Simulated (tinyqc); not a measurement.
Worked calculation: Pariser-Parr-Pople SCF with singles CI, for the molecule C=CC=C[CH2+] (SMILES; centres numbered as the heavy atoms are written). One step of it, computed by the program tinyqc.

Question. Iteration 1: Fock matrix. F_rr = H_rr + P_rr gamma_rr / 2 + sum_(s != r) P_ss gamma_rs; F_rs = H_rs - P_rs gamma_rs / 2; E = tr P (H + F) / 2 + core repulsion sum_(r<s) z_r z_s gamma_rs.

P at the start, lower triangle:
```
           1C         2C        3C        4C        5C
1C   0.666667
2C   0.788675   1.000000
3C   0.333333   0.577350  0.666667
4C  -0.211325   0.000000  0.577350  1.000000
5C  -0.333333  -0.211325  0.333333  0.788675  0.666667
```

core matrix H (eV), lower triangle:
```
            1C          2C          3C          4C          5C
1C  -30.490515
2C   -2.390000  -35.178471
3C    0.000000   -2.390000  -36.747958
4C    0.000000    0.000000   -2.390000  -35.178471
5C    0.000000    0.000000    0.000000   -2.390000  -30.490515
```

repulsion gamma_rs (eV), lower triangle:
```
           1C         2C         3C         4C         5C
1C  11.130000
2C   7.552439  11.130000
3C   5.239019   7.554960  11.130000
4C   3.670370   5.240702   7.554960  11.130000
5C   2.868686   3.670370   5.239019   7.552439  11.130000
```

Centres (angstrom, eV; a flat drawing with bonds scaled to 1.40 angstrom):
```
centre          x          y  core charge z          W   gamma_rr
1C      -2.425000  -0.280000              1  11.160000  11.130000
2C      -1.212000   0.420000              1  11.160000  11.130000
3C       0.000000  -0.280000              1  11.160000  11.130000
4C       1.212000   0.420000              1  11.160000  11.130000
5C       2.425000  -0.280000              1  11.160000  11.130000
```

Give: F; pi energy.

Answer.

F (eV), lower triangle:
```
         1C       2C       3C       4C       5C
1C  -10.153
2C   -5.368  -11.854
3C   -0.873   -4.571  -10.943
4C    0.388    0.000   -4.571  -11.854
5C    0.478    0.388   -0.873   -5.368  -10.153
```

pi energy = -55.063 eV
